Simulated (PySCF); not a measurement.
dimethylamine cation (C₂H₇N), SMILES CNC (connectivity only; charge and spin as stated), charge +1, multiplicity 2.

Geometry optimised at B3LYP-D3(BJ)/def2-TZVP. The multiplicity is an assumed one; other spin states were not compared.

Calculation: SMD-B3LYP/def2-SVP (PySCF).

Solvation free energies are E(SMD) − E(gas) at the gas-phase geometry, for 1 M in both phases.

Computed solvation free energies in water, dimethylsulfoxide, acetonitrile:
```csv
solvent,ΔG(solv) (kcal/mol),its non-electrostatic (CDS) part
water,-67.1,1.9
dimethylsulfoxide,-67.1,1.2
acetonitrile,-67.7,0.2
```
